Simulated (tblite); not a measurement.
Compound: C₅H₇P.
SMILES with atom numbers: `[CH3:1][c:2]1[cH:3][cH:4][pH:5][cH:6]1` (hydrogens: H7, H8, H9 on C1; H10 on C3; H11 on C4; H12 on P5; H13 on C6)

A start from a force field or distance geometry was refined with tblite, GFN2-xTB geometry optimisation, gas phase. Values at the start:

| coordinate | start |
| --- | --- |
| C1–C2 | 1.499 Å |
| C1–H7 | 1.133 Å |
| C2–C3 | 1.359 Å |
| C2–C6 | 1.367 Å |
| C3–C4 | 1.348 Å |
| C3–H10 | 1.113 Å |
| C4–P5 | 1.847 Å |
| C4–H11 | 1.086 Å |
| P5–C6 | 1.773 Å |
| P5–H12 | 1.447 Å |
| C6–H13 | 1.088 Å |
| C1–C2–C3 | 123.8° |
| C1–C2–C6 | 121.4° |
| C2–C3–C4 | 115.9° |
| C2–C6–P5 | 111.6° |
| C3–C2–C6 | 114.8° |
| C3–C4–P5 | 109.4° |
| C4–P5–C6 | 88.3° |

Problem. How do these coordinates change at the GFN2-xTB level?

Solution. 
```
coordinate  GFN2-xTB (Å or °)  change
     C2–C3              1.446  +0.087
    P5–H12              1.397  -0.050
     C1–H7              1.087  -0.046
     C4–P5              1.805  -0.042
    C3–H10              1.079  -0.034
     P5–C6              1.802  +0.029
     C2–C6              1.349  -0.018
    C6–H13              1.077  -0.011
    C4–H11              1.077  -0.009
     C1–C2              1.492  -0.007
     C3–C4              1.344  -0.004
  C1–C2–C6              125.8    +4.4
  C1–C2–C3              121.2    -2.6
  C3–C2–C6              112.9    -1.9
  C3–C4–P5              111.1    +1.7
  C2–C3–C4              114.4    -1.5
  C4–P5–C6               89.0    +0.7
  C2–C6–P5              111.8    +0.2
```

The energy falls by 28.3 kcal/mol over 71 L-BFGS steps, the largest force on an atom goes from 2.98 to 0.008 eV/Å, and the atoms move by 0.360 Å rms after alignment. The bond that changes most is C2–C3 (unsaturated ring carbon to unsaturated ring CH carbon), which lengthens by 0.087 Å. Bonds longer at the end by more than 0.005 Å: 2 of 13; shorter: 9. Among the dihedrals that turn most is H12–P5–C6–H13, from 39° to 83°. Rotational constants go from 6606, 2390, 1784 to 6599, 2378, 1791 MHz.

The run took 0.51 s wall on one thread, Arm Neoverse N1 (aarch64), shared host.

Its GFN2-xTB frequencies are all real (lowest 110 cm⁻¹).

These are computed values.
